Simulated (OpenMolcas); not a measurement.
# doublet NOF+: a chain of runs

We compute the energy (UHF/STO-3G), then a single-point energy (CASSCF(5,5)/STO-3G), then a single-point energy (CASPT2(5,5)/STO-3G), then a single-point energy (SC-NEVPT2(5,5)/STO-3G) of doublet NOF+. 

Program for the calculation: OpenMolcas 26.06.

2 further runs of the same task are left out: 1 for a known fault of the program, 1 set aside as unsound or not needed.

## Step 1: The structure to begin with

NOF+: 3 atoms, total charge +1, spin state doublet. As SMILES of the parent species, `O=NF`. The shape is that of a PBE0-D4/def2-TZVP optimisation. That shape belongs to the parent species and isn't relaxed for this state.

Bond lengths: O1–N2 1.127 Å, N2–F3 1.483 Å. Angles: O1–N2–F3 110.4°.

## Step 2: The energy at UHF/STO-3G (run 1)

step1.inp

```
&GATEWAY
  BasLib=$CurrDir
  Coord
  3
  bohr
  O      1.64094368     0.45914676     0.95382036
  N      0.28143691    -0.91186844     0.05652171
  F     -1.92239949     0.45274058    -1.01034207
  Basis=STO-3G
  Group=NoSym

&SEWARD

&SCF
  UHF
  Charge=1
  Spin=2
  Scramble=0.25
  PrOrbitals=1 1
```

The basis set STO-3G is read from a file made from the Basis Set Exchange's data (not shown).

On the command line:

```
export MOLCAS_MEM=1860
pymolcas step1.inp > step1.log
```

Log:

```text
--- Start Module: gateway ---
[...]
--- Stop Module: gateway /rc=_RC_ALL_IS_WELL_ ---
--- Start Module: seward ---
[...]
      Basis functions           15
--- Stop Module: seward /rc=_RC_ALL_IS_WELL_ ---
--- Start Module: scf ---
[...]
       Convergence after  37 Iterations
[...]
::    Total SCF energy                               -225.1774861653
[...]
      Total spin, S                                     0.6321184362
[...]
      Total electronic charge=   23.000000
      Total            charge=    1.000000
[...]
      Dipole Moment (debye):
      Origin of the operator (angstrom)=   -0.0684    0.0343   -0.0340
                   X=  9.4987E-01               Y=  2.8503E-03               Z=  5.2370E-01           Total=  1.0847E+00
      Center of Charge (angstrom)
[...]
--- Stop Module: scf /rc=_RC_ALL_IS_WELL_ ---
[...]
```

Wall time 2.3 s (1 thread of Arm Neoverse V1, shared host); peak memory 0.37 GiB.

## Step 3: The energy at CASSCF(5,5)/STO-3G (run 2)

step2.inp

```
&GATEWAY
  BasLib=$CurrDir
  Coord
  3
  bohr
  O      1.64094368     0.45914676     0.95382036
  N      0.28143691    -0.91186844     0.05652171
  F     -1.92239949     0.45274058    -1.01034207
  Basis=STO-3G
  Group=NoSym

&SEWARD

&RASSCF
  FileOrb=$CurrDir/step1.UnaOrb
  Spin=2
  Nactel=5 0 0
  Inactive=9
  Ras2=5
  OrbListing=Nothing
```

The basis set STO-3G is read from a file made from the Basis Set Exchange's data (not shown).

On the command line:

```
export MOLCAS_MEM=1860
pymolcas step2.inp > step2.log
```

Log:

```text
--- Start Module: gateway ---
[...]
--- Stop Module: gateway /rc=_RC_ALL_IS_WELL_ ---
--- Start Module: seward ---
[...]
      Basis functions           15
--- Stop Module: seward /rc=_RC_ALL_IS_WELL_ ---
--- Start Module: rasscf ---
[...]
      Number of active orbitals                  5
[...]
      Spin quantum number                      0.5
[...]
      Active orbitals                            5
[...]
      Number of CSFs                            75
[...]
      Number of root(s) required                 1
[...]
      Convergence after 16 iterations
[...]
      printout of CI-coefficients larger than  0.05 for root  1
      energy=    -225.268160
      conf/sym  11111     Coeff  Weight
             1  22u00  -0.94784 0.89840
             9  u2d0u   0.15643 0.02447
            12  ud2u0  -0.06614 0.00437
            19  u2u0d   0.09688 0.00939
            20  uu2d0  -0.07305 0.00534
            30  20u20  -0.17546 0.03079
[...]
      Natural orbitals and occupation numbers for root  1
      sym 1:   1.920829   1.909526   1.007905   0.091227   0.070513
      ************************************************************************************************************************
      *                                                    Final results                                                     *
[...]
::    RASSCF root number  1 Total energy:   -225.26815960
[...]
      Total electronic charge=   23.000000
      Total            charge=    1.000000
[...]
      Dipole Moment (debye):
      Origin of the operator (angstrom)=   -0.0684    0.0343   -0.0340
                   X=  1.1931E+00               Y=  5.5766E-02               Z=  6.6344E-01           Total=  1.3663E+00
      Center of Charge (angstrom)
[...]
--- Stop Module: rasscf /rc=_RC_ALL_IS_WELL_ ---
[...]
```

It took 2 s on 1 thread of Arm Neoverse V1, shared host; peak memory 0.37 GiB.

## Step 4: A single-point energy at CASPT2(5,5)/STO-3G (run 3)

step3.inp

```
>>> EXPORT MOLCAS_PRINT=2
&GATEWAY
BASLIB=$CurrDir
COORD
3
bohr
O      1.64094368     0.45914676     0.95382036
N      0.28143691    -0.91186844     0.05652171
F     -1.92239949     0.45274058    -1.01034207
BASIS=STO-3G
GROUP=NoSym
&SEWARD
&RASSCF
FILEORB=$CurrDir/step2.RasOrb
SPIN=2
NACTEL=5 0 0
INACTIVE=9
RAS2=5
ORBLISTING=Nothing
&CASPT2
IMAGINARY=0.1
FROZEN=3
```

The basis set STO-3G is read from a file made from the Basis Set Exchange's data (not shown).

On the command line:

```
export MOLCAS_MEM=1860
pymolcas step3.inp > step3.log
```

Log:

```text
--- Start Module: gateway ---

                                              &GATEWAY

                       available to each process: 1.9 GB of memory, 1 thread

 Basis Set     1 Label: O.STO-3G
 Basis set is read from library:.
 basistype.tbl is not found

 Basis Set     2 Label: N.STO-3G
 Basis set is read from library:.
 basistype.tbl is not found

 Basis Set     3 Label: F.STO-3G
 Basis set is read from library:.
 basistype.tbl is not found

++    Symmetry information:
      ---------------------

                    Character Table for C1

                             E
                    a        1  x, y, xy, Rz, z, xz, Ry, yz, Rx, I
--

++    Basis set information:
      ----------------------

      Basis set label: O.STO-3G.........

      Electronic valence basis set:
      ------------------
      Associated Effective Charge   8.000000 au
      Associated Actual Charge      8.000000 au
      Nuclear Model: Point charge

      Shell  nPrim  nBasis  Cartesian Spherical Contaminant
         s       6       2        X
[... 114 lines left out ...]
      Nuclear repulsion energy =   66.47292181
[... 76 lines left out ...]
      Convergence after  4 iterations
[... 10 lines left out ...]
      printout of CI-coefficients larger than  0.05 for root  1
[... 1 line left out ...]
      conf/sym  11111     Coeff  Weight
[... 10 lines left out ...]
      *                                                    Final results                                                     *
[... 6 lines left out ...]
      RASSCF energy for state  1                   -225.26815960
[... 12 lines left out ...]
::    RASSCF root number  1 Total energy:   -225.26815960
[... 29 lines left out ...]
      Dipole Moment (debye):
[... 30 lines left out ...]
      Spin density orbitals for root   1 are written to the SPDORB.1 file
[... 52 lines left out ...]
      Imaginary shift                            0.10
[... 3 lines left out ...]
--------------------------------------------------------------------------------
 Estimated memory requirements:
  POLY3 :                   254030
  RHS:                      259663
  SIGMA :                   253000
  PRPCTL:                        0
 Available workspace:    232488652

++ CASPT2 computation for group   1

********************************************************************************
 Multi-State initialization phase begins for group   1
--------------------------------------------------------------------------------
********************************************************************************
 Compute H0 matrices for state    1
--------------------------------------------------------------------------------
--------------------------------------------------------------------------------
 H0 matrices have been computed.

********************************************************************************
  CASPT2 EQUATION SOLUTION
--------------------------------------------------------------------------------
 Invalid disk address                    -8
 I/O error in DaFile_checkarg
 Unit =                    45

--- Stop Module: caspt2 /rc=-6 ---

.########################.
.# Non-zero return code #.
.########################.

    Timing: Wall=1.54 User=1.19 System=0.34
```

It took 1.8 s on 1 thread of Arm Neoverse V1, shared host; peak memory 0.37 GiB.

The program stopped with an error.

## Step 5: A single-point energy at SC-NEVPT2(5,5)/STO-3G (run 4)

step4.inp

```
* FNO NEVPT2

&GATEWAY
 BasLib=$CurrDir
 Coord
 3
 bohr
 O      1.64094368     0.45914676     0.95382036
 N      0.28143691    -0.91186844     0.05652171
 F     -1.92239949     0.45274058    -1.01034207
 Basis=STO-3G
 Group=NoSym

&SEWARD

&RASSCF
 FileOrb=$CurrDir/step2.RasOrb
 Spin=2
 Nactel=5 0 0
 Inactive=9
 Ras2=5
 OrbListing=Nothing

&CASPT2
 SC-NEVPT2
 Frozen=3
```

The basis set STO-3G is read from a file made from the Basis Set Exchange's data (not shown).

On the command line:

```
export MOLCAS_MEM=1860
pymolcas step4.inp > step4.log
```

Log:

```text
--- Start Module: gateway ---
[...]
--- Stop Module: gateway /rc=_RC_ALL_IS_WELL_ ---
[...]
      Basis functions           15
[...]
--- Start Module: rasscf ---
[...]
      Number of active orbitals                  5
[...]
      Spin quantum number                      0.5
[...]
      Active orbitals                            5
[...]
      Number of CSFs                            75
[...]
      Number of root(s) required                 1
[...]
      Convergence after  4 iterations
[...]
      printout of CI-coefficients larger than  0.05 for root  1
      energy=    -225.268160
      conf/sym  11111     Coeff  Weight
             1  22u00  -0.94784 0.89840
             9  u2d0u   0.15643 0.02447
            12  ud2u0  -0.06614 0.00437
            19  u2u0d   0.09688 0.00939
            20  uu2d0  -0.07305 0.00534
            30  20u20  -0.17546 0.03079
[...]
      Natural orbitals and occupation numbers for root  1
      sym 1:   1.920829   1.909526   1.007905   0.091227   0.070513
      ************************************************************************************************************************
      *                                                    Final results                                                     *
[...]
::    RASSCF root number  1 Total energy:   -225.26815960
[...]
      Total electronic charge=   23.000000
      Total            charge=    1.000000
[...]
      Dipole Moment (debye):
      Origin of the operator (angstrom)=   -0.0684    0.0343   -0.0340
                   X=  1.1931E+00               Y=  5.5767E-02               Z=  6.6344E-01           Total=  1.3663E+00
      Center of Charge (angstrom)
[...]
--- Stop Module: rasscf /rc=_RC_ALL_IS_WELL_ ---
--- Start Module: caspt2 ---
[...]
 ###    WARNING: User changed nr of frozen orbitals.                         ###
 ###############################################################################
[...]
      E2 (Variational):          -0.0700374312
[...]
      E2 (Variational):          -0.0691445124
      Total energy:            -225.3373041151
[...]
      Reference weight:           0.97145
[...]
::    SC-NEVPT2 Root  1     Total energy:   -225.33730412
[...]
--- Stop Module: caspt2 /rc=_RC_ALL_IS_WELL_ ---
[...]
```

It took 1.8 s on 1 thread of Arm Neoverse V1, shared host; peak memory 0.37 GiB.

## Step 6: Results

| quantity | value |
| --- | --- |
| run 1, UHF/STO-3G: total energy | -225.17749 Eh |
| run 1, UHF/STO-3G: HOMO energy (highest over α and β) | -24.32 eV |
| run 1, UHF/STO-3G: LUMO energy (lowest over α and β) | -7.90 eV |
| run 1, UHF/STO-3G: ⟨S²⟩ | 1.032 |
| run 2, CASSCF(5,5)/STO-3G: total energy | -225.26816 Eh |
| run 4, SC-NEVPT2(5,5)/STO-3G: total energy | -225.33730 Eh |
| run 3, CASPT2(5,5)/STO-3G | no result (crashed) |

What this shows: ⟨S²⟩ (run 1, UHF/STO-3G) is 1.03 where a pure doublet has 0.75: the reference is spin-contaminated. Mulliken charges (run 1, UHF/STO-3G) run from +0.23 on F3 to +0.45 on N2; they depend strongly on the basis. 1 of the 4 runs did not end normally.
